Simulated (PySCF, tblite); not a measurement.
# CH₃NSi: bond homolysis, part 2 of 2

tblite 0.8.0 and PySCF 2.14.0. Atoms count from 0.

## 10. Harmonic vibrations (CH2NSi radical): PBE0-D3(BJ)/def2-SVP

The job: settings as JSON, then the geometry in Å.

```
{"job": {"xc": "PBE0", "basis": "def2-SVP", "d3": "d3bj", "grid": 2, "kind": "hessian"}, "charge": 0, "multiplicity": 2}
N      2.438109    -0.055712    -0.039737
C      1.279325     0.016911     0.017527
Si    -0.560399     0.045253     0.023245
H     -1.042029     1.373547    -0.442949
H     -1.064263    -0.350252     1.366119
```

The log of the run:

```text
coarse grid: 5016 points
cycle   1  E = -382.9960601993  dE =  1.286e-01  |g| = 2.552e-01  |ddm| = 1.723e+00
cycle   2  E = -382.8581660999  dE =  1.379e-01  |g| = 5.903e-01  |ddm| = 6.866e-01
cycle   3  E = -383.0384531560  dE = -1.803e-01  |g| = 5.173e-02  |ddm| = 4.316e-01
cycle   4  E = -383.0400217139  dE = -1.569e-03  |g| = 2.154e-02  |ddm| = 7.911e-02
cycle   5  E = -383.0403245117  dE = -3.028e-04  |g| = 3.150e-03  |ddm| = 2.667e-02
cycle   6  E = -383.0403387253  dE = -1.421e-05  |g| = 1.207e-03  |ddm| = 7.287e-03
cycle   7  E = -383.0403423951  dE = -3.670e-06  |g| = 5.830e-04  |ddm| = 3.196e-03
final grid: 44872 points
cycle   8  E = -383.0868300877  dE = -4.216e-06  |g| = 1.582e-03  |ddm| = 6.483e-03
cycle   9  E = -383.0868290909  dE =  9.968e-07  |g| = 2.351e-03  |ddm| = 3.541e-03
cycle  10  E = -383.0868316520  dE = -2.561e-06  |g| = 8.690e-04  |ddm| = 2.051e-03
cycle  11  E = -383.0868320517  dE = -3.998e-07  |g| = 1.866e-04  |ddm| = 6.373e-04
cycle  12  E = -383.0868322206  dE = -1.688e-07  |g| = 7.581e-05  |ddm| = 8.249e-04
cycle  13  E = -383.0868322473  dE = -2.677e-08  |g| = 1.450e-05  |ddm| = 4.311e-04
cycle  14  E = -383.0868322478  dE = -4.612e-10  |g| = 4.930e-06  |ddm| = 5.783e-05
cycle  15  E = -383.0868322478  dE = -4.519e-11  |g| = 1.681e-06  |ddm| = 1.568e-05
converged SCF energy = -383.0868322478

mode    cm-1
  1     263.3
  2     292.3
  3     609.4
  4     640.6
  5     681.0
  6     900.5
  7    2246.6
  8    2278.2
  9    2312.8
ZPE 61.157  H(298)-E 74.661  G(298)-E -7.481 kJ/mol  S 275.51 J/(mol K)
```

Run time: 28 s. Hardware: 1 thread of Intel Xeon Platinum 8559C, shared host; peak memory 0.89 GiB.

Zero-point energy 61.16 kJ/mol (xTB gave 58.45).

## 11. Single point (CH₂NSi radical): M06-2X/def2-TZVP

Geometry: PBE0-D3(BJ)/def2-SVP.

The job: settings as JSON, then the geometry in Å.

```
{"job": {"kind": "sp", "xc": "M06-2X", "basis": "def2-TZVP", "grid": 3}, "charge": 0, "multiplicity": 2}
N      2.438109    -0.055712    -0.039737
C      1.279325     0.016911     0.017527
Si    -0.560399     0.045253     0.023245
H     -1.042029     1.373547    -0.442949
H     -1.064263    -0.350252     1.366119
```

The log of the run:

```text
coarse grid: 21656 points
cycle   1  E = -383.4192777963  dE =  1.506e-01  |g| = 2.714e-01  |ddm| = 1.311e+00
cycle   2  E = -383.3617073976  dE =  5.757e-02  |g| = 4.850e-01  |ddm| = 4.686e-01
cycle   3  E = -383.4691257013  dE = -1.074e-01  |g| = 4.068e-02  |ddm| = 2.540e-01
cycle   4  E = -383.4702662242  dE = -1.141e-03  |g| = 2.073e-02  |ddm| = 6.221e-02
cycle   5  E = -383.4705601818  dE = -2.940e-04  |g| = 4.647e-03  |ddm| = 2.334e-02
cycle   6  E = -383.4705902085  dE = -3.003e-05  |g| = 1.617e-03  |ddm| = 8.866e-03
cycle   7  E = -383.4705945228  dE = -4.314e-06  |g| = 5.608e-04  |ddm| = 3.614e-03
final grid: 66816 points
cycle   8  E = -383.4705942627  dE = -5.486e-06  |g| = 1.069e-03  |ddm| = 6.100e-03
cycle   9  E = -383.4705945420  dE = -2.794e-07  |g| = 7.663e-04  |ddm| = 1.318e-03
cycle  10  E = -383.4705947068  dE = -1.648e-07  |g| = 4.436e-04  |ddm| = 5.380e-04
cycle  11  E = -383.4705947978  dE = -9.104e-08  |g| = 1.081e-04  |ddm| = 2.533e-04
cycle  12  E = -383.4705948170  dE = -1.921e-08  |g| = 4.857e-05  |ddm| = 1.793e-04
cycle  13  E = -383.4705948221  dE = -5.023e-09  |g| = 2.213e-05  |ddm| = 8.579e-05
converged SCF energy = -383.4705948221
```

Wall time 5.8 s (1 thread of Intel Xeon Platinum 8559C, shared host).

## 12. Relaxing the molecule with GFN2-xTB

This step treats CN radical, labelled `[C]#N` (the label fixes atoms and charge, not where charge and spin sit).

The job: settings as JSON, then the geometry in Å.

```
{"job": {"kind": "relax", "xc": "GFN2-xTB", "basis": "xTB"}, "charge": 0, "multiplicity": 2}
N      2.448200     0.011300    -0.004600
C      1.261700     0.018700    -0.025700
```

The log of the run:

```text
step      E/eV     max force
  0    -133.07207    5.697
  1    -132.13044   22.343
  2    -133.20572    2.245
  3    -133.22382    0.791
  4    -133.22622    0.053
  5    -133.22623    0.001
```

Run time: 0.01 s. Hardware: 1 thread of Intel Xeon Platinum 8559C, shared host.

Relaxation path: (the energy doesn't fall at every step)

| step | energy from step 0 (eV) | largest force (eV/Å) |
| --- | --- | --- |
| 0 | 0.0000 | 5.6970 |
| 1 | 0.9416 | 22.3430 |
| 2 | -0.1337 | 2.2454 |
| 3 | -0.1517 | 0.7911 |
| 4 | -0.1542 | 0.0530 |
| 5 | -0.1542 | 0.0010 |

The bond:

| bond | before (Å) | after (Å) | change (Å) |
| --- | --- | --- | --- |
| N0–C1 | 1.187 | 1.136 | -0.051 |

The end geometry stands in the next job.

## 13. Vibrational analysis with GFN2-xTB

The job: settings as JSON, then the geometry in Å.

```
{"job": {"kind": "ir", "xc": "GFN2-xTB", "basis": "xTB"}, "charge": 0, "multiplicity": 2}
N      2.422742     0.011496    -0.005010
C      1.287203     0.018534    -0.025280
```

The log of the run:

```text
mode    cm-1     km/mol
  1    2371.6      1.14
ZPE 14.185  H(298)-E 22.862  G(298)-E -37.383 kJ/mol  S 202.06 J/(mol K)
```

It took 0.04 s on 1 thread of Intel Xeon Platinum 8559C, shared host.

Which atoms move in the most intense modes:

| cm⁻¹ | km/mol | atoms |
| --- | --- | --- |
| 2372 | 1.1 | C1 54 %, N0 46 % |

## 14. Optimising the geometry at PBE0-D3(BJ)/def2-SVP

This step treats CN radical, labelled `[C]#N` (the label fixes atoms and charge, not where charge and spin sit).

The job: settings as JSON, then the geometry in Å.

```
{"job": {"xc": "PBE0", "basis": "def2-SVP", "d3": "d3bj", "grid": 1, "kind": "geom"}, "charge": 0, "multiplicity": 2}
N      2.422742     0.011496    -0.005010
C      1.287203     0.018534    -0.025280
```

The log of the run:

```text
step   0  E = -92.52390200  max force = 0.079070
step   1  E = -92.52615959  max force = 0.002207
step   2  E = -92.52616141  max force = 0.000212
optimisation converged
```

Run time: 0.59 s. Hardware: 1 thread of Intel Xeon Platinum 8559C, shared host.

The steps of the relaxation:

| step | energy from step 0 (eV) | largest force component (eV/Å) |
| --- | --- | --- |
| 0 | 0.0000 | 4.0659 |
| 1 | -0.0614 | 0.1135 |
| 2 | -0.0615 | 0.0109 |

The bond:

| bond | before (Å) | after (Å) | change (Å) |
| --- | --- | --- | --- |
| N0–C1 | 1.136 | 1.167 | +0.031 |

The final coordinates are the input of the step that follows.

| at the end point | value |
| --- | --- |
| point group (found at 0.08 Å tolerance) | Cinfv |
| rotational constants (GHz, main isotopes) | 57.420, 57.420 |
| dipole moment (D) | 1.45 |
| ⟨S²⟩ | 0.765 |

## 15. Harmonic vibrations (CN radical): PBE0-D3(BJ)/def2-SVP

The job: settings as JSON, then the geometry in Å.

```
{"job": {"xc": "PBE0", "basis": "def2-SVP", "d3": "d3bj", "grid": 2, "kind": "hessian"}, "charge": 0, "multiplicity": 2}
N      2.438317     0.011393    -0.004496
C      1.271489     0.018729    -0.025609
```

The log of the run:

```text
coarse grid: 2152 points
cycle   1  E = -92.4786171462  dE =  1.450e-01  |g| = 2.590e-01  |ddm| = 1.250e+00
cycle   2  E = -92.1664104146  dE =  3.122e-01  |g| = 8.578e-01  |ddm| = 7.360e-01
cycle   3  E = -92.5141922192  dE = -3.478e-01  |g| = 1.967e-02  |ddm| = 5.563e-01
cycle   4  E = -92.5148249225  dE = -6.327e-04  |g| = 1.166e-02  |ddm| = 5.033e-02
cycle   5  E = -92.5150867398  dE = -2.618e-04  |g| = 8.025e-03  |ddm| = 2.731e-02
cycle   6  E = -92.5152563371  dE = -1.696e-04  |g| = 3.903e-03  |ddm| = 2.568e-02
cycle   7  E = -92.5153334643  dE = -7.713e-05  |g| = 1.566e-03  |ddm| = 2.820e-02
cycle   8  E = -92.5153377565  dE = -4.292e-06  |g| = 5.427e-04  |ddm| = 3.764e-03
final grid: 22200 points
cycle   9  E = -92.5261654191  dE =  7.964e-07  |g| = 3.128e-03  |ddm| = 4.248e-03
cycle  10  E = -92.5261357153  dE =  2.970e-05  |g| = 8.680e-03  |ddm| = 7.232e-03
cycle  11  E = -92.5261696935  dE = -3.398e-05  |g| = 4.408e-04  |ddm| = 5.662e-03
cycle  12  E = -92.5261698057  dE = -1.122e-07  |g| = 7.938e-05  |ddm| = 4.151e-04
cycle  13  E = -92.5261698218  dE = -1.609e-08  |g| = 2.645e-05  |ddm| = 2.305e-04
cycle  14  E = -92.5261698246  dE = -2.801e-09  |g| = 1.307e-05  |ddm| = 1.005e-04
cycle  15  E = -92.5261698254  dE = -8.430e-10  |g| = 7.172e-06  |ddm| = 6.276e-05
cycle  16  E = -92.5261698256  dE = -2.458e-10  |g| = 4.732e-07  |ddm| = 5.496e-05
cycle  17  E = -92.5261698256  dE = -1.364e-12  |g| = 2.494e-07  |ddm| = 3.243e-06
converged SCF energy = -92.5261698256

mode    cm-1
  1    2216.8
ZPE 13.260  H(298)-E 21.936  G(298)-E -38.443 kJ/mol  S 202.52 J/(mol K)
```

Run time: 2 s. Hardware: 1 thread of Intel Xeon Platinum 8559C, shared host.

Zero-point energy 13.26 kJ/mol (xTB gave 14.19).

## 16. Single point (CN radical): M06-2X/def2-TZVP

Geometry: PBE0-D3(BJ)/def2-SVP.

The job: settings as JSON, then the geometry in Å.

```
{"job": {"kind": "sp", "xc": "M06-2X", "basis": "def2-TZVP", "grid": 3}, "charge": 0, "multiplicity": 2}
N      2.438317     0.011393    -0.004496
C      1.271489     0.018729    -0.025609
```

The log of the run:

```text
coarse grid: 10304 points
cycle   1  E = -92.6741716105  dE =  1.323e-01  |g| = 2.427e-01  |ddm| = 9.126e-01
cycle   2  E = -92.5753630158  dE =  9.881e-02  |g| = 5.509e-01  |ddm| = 4.044e-01
cycle   3  E = -92.7067576623  dE = -1.314e-01  |g| = 3.538e-02  |ddm| = 2.495e-01
cycle   4  E = -92.7080222674  dE = -1.265e-03  |g| = 1.741e-02  |ddm| = 4.010e-02
cycle   5  E = -92.7089770687  dE = -9.548e-04  |g| = 1.611e-02  |ddm| = 3.955e-02
cycle   6  E = -92.7099237695  dE = -9.467e-04  |g| = 1.119e-02  |ddm| = 4.436e-02
cycle   7  E = -92.7108446449  dE = -9.209e-04  |g| = 9.719e-03  |ddm| = 9.764e-02
cycle   8  E = -92.7108636638  dE = -1.902e-05  |g| = 2.410e-03  |ddm| = 1.999e-02
cycle   9  E = -92.7108832059  dE = -1.954e-05  |g| = 3.989e-03  |ddm| = 2.219e-02
cycle  10  E = -92.7108997416  dE = -1.654e-05  |g| = 5.752e-04  |ddm| = 7.373e-03
cycle  11  E = -92.7109005499  dE = -8.083e-07  |g| = 5.580e-04  |ddm| = 2.301e-03
final grid: 28024 points
cycle  12  E = -92.7111997557  dE = -3.413e-06  |g| = 4.763e-04  |ddm| = 7.484e-03
cycle  13  E = -92.7111998906  dE = -1.348e-07  |g| = 1.850e-04  |ddm| = 6.491e-04
cycle  14  E = -92.7111998893  dE =  1.273e-09  |g| = 3.037e-04  |ddm| = 2.663e-04
cycle  15  E = -92.7111999325  dE = -4.323e-08  |g| = 4.531e-05  |ddm| = 1.568e-04
cycle  16  E = -92.7111999386  dE = -6.113e-09  |g| = 2.278e-05  |ddm| = 1.048e-04
converged SCF energy = -92.7111999386
```

It took 1.5 s on 1 thread of Intel Xeon Platinum 8559C, shared host.

## 17. Bond homolysis: M06-2X/def2-TZVP

This step combines the energies above: geometries from PBE0-D3(BJ)/def2-SVP, zero-point and thermal terms from PBE0-D3(BJ)/def2-SVP.

The job: settings as JSON, then the geometry in Å.

```
{"job": {"kind": "bd", "cap": 8, "geom": {"xc": "PBE0", "basis": "def2-SVP", "d3": "d3bj", "grid": 1}, "hess": 1, "level": {"xc": "M06-2X", "basis": "def2-TZVP", "grid": 3}}, "charge": 0, "multiplicity": 1}
N      2.431971     0.017456     0.000726
C      1.272460     0.010038    -0.002719
Si    -0.585576    -0.003109    -0.008799
H     -1.025162    -1.019239    -1.001808
H     -1.045714     1.358072    -0.392435
H     -1.039963    -0.358430     1.361936
```

Output (the driver's rows laid out field by field):

```text
homolysis bond by bond, M06-2X/def2-TZVP // PBE0-D3(BJ)/def2-SVP

row 1
  atoms                   2 3
  elements                Si H
  length                  1.4872
  fragments               formula CH2NSi, charge 0, multiplicity 2, smiles N#C[SiH2], kept yes, pieces 1, point_group Cs, largest_spin Si 0.951; formula H, charge 0, multiplicity 2, smiles [H], kept yes, pieces 1
  electronic              389.59
  zero_kelvin             364.19
  enthalpy                370.11
  free_energy             332.6

row 2
  atoms                   1 2
  elements                C Si
  length                  1.8581
  fragments               formula CN, charge 0, multiplicity 2, smiles [C]#N, kept yes, pieces 1, point_group Cinfv, largest_spin C 1.005; formula H3Si, charge 0, multiplicity 2, smiles [SiH3], kept yes, pieces 1, point_group C3v, largest_spin Si 1.013
  electronic              526.07
  zero_kelvin             508.31
  enthalpy                513.64
  free_energy             467.32
```

Wall time 79 s (1 thread of Intel Xeon Platinum 8559C, shared host).

Some single points behind these values are not shown above.

Dissociation energies (kJ/mol, gas phase, 298 K for the thermal columns):

| bond | fragments | electronic | enthalpy | free energy |
| --- | --- | --- | --- | --- |
| Si2–H3 | N#C[SiH2] + [H] | 389.6 | 370.1 | 332.6 |
| C1–Si2 | [C]#N + [SiH3] | 526.1 | 513.6 | 467.3 |

## 18. Outcome

What follows sums up all 2 parts.

| quantity | value |
| --- | --- |
| strongest single infrared mode (GFN2-xTB) | 780 cm⁻¹, 385 km/mol |
| zero-point energy (GFN2-xTB) | 19.7 kcal/mol |
| point group | C3v |
| rotational constants (main isotopes) | 83.24, 4.93, 4.93 GHz |
| bond enthalpy (ΔH), Si2–H3 (M06-2X/def2-TZVP) | 370.1 kJ/mol |
| bond enthalpy (ΔH), C1–Si2 (M06-2X/def2-TZVP) | 513.6 kJ/mol |

**Reading.** All 12 modes are real, so the xTB geometry is a minimum. The strongest single mode, at 780 cm⁻¹, moves mainly H4, H5 and H3. GFN2-xTB is a fitted tight-binding method: band positions and strengths are rough. Its intensities can rank the bands wrongly. The optimisation took 2 steps and gained 0.038 eV; among the close pairs (by a distance rule), Si2–H4 changed most, from 1.461 to 1.487 Å (PBE0/def2-SVP). At M06-2X/def2-TZVP the bond enthalpy (ΔH) runs from 370.1 kJ/mol (Si2–H3) to 513.6 kJ/mol (C1–Si2).
